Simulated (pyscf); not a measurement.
Routes from H₂O (SMILES O) + HO–Si:–OH (SMILES O[Si]O) [singlet]

Candidate steps break at most two bonds and form at most two. Each was searched with GFN2-xTB (tblite) first. Structures and frequencies: ωB97X-D3(BJ)/def2-SVP in PySCF. MP2 and CC: frozen core, UHF for open shells. ΔMP2 is the change of the MP2 total energy from the triple- to the quadruple-zeta basis. Energies: CCSD(T)/def2-TZVPP + ΔMP2(QZVPP), eV, from the separated reactants, singlet surface; ΔG‡ with ideal gas, 1 atm, RRHO with modes under 100 cm⁻¹ raised to 100, one conformer, R ln 2 for chiral ones without a mode under 150 cm⁻¹.

```tsv
products	type	ΔE‡	ΔE	ΔG‡ 298 K	ΔG‡ 900 K	ν‡ (cm⁻¹)
HO–SiH(OH)–OH	insertion	1.04	-2.56	1.38	2.24	1556i
HO–Si:–OH [singlet] + H₂O	four-centre exchange	1.77	0.00	2.11	2.97	1751i
```

Row 1: On the reactant side the descent ends in a complex, 0.26 eV under the separated species and 1.19 eV under the saddle at ωB97X-D3(BJ)/def2-TZVP. Row 2: On the reactant side the descent ends in a complex, 0.30 eV under the separated species and 1.99 eV under the saddle at ωB97X-D3(BJ)/def2-TZVP. On the product side the descent ends in a complex, 0.32 eV under the separated species and 2.01 eV under the saddle at ωB97X-D3(BJ)/def2-TZVP. 

Plain bond fissions and candidates not yet searched are not listed, and one of them may be faster. Each barrier is that of the saddle found; lower ones may exist. The CCSD(T) − MP2 part came from Ansatz, without density fitting, on the same reference.
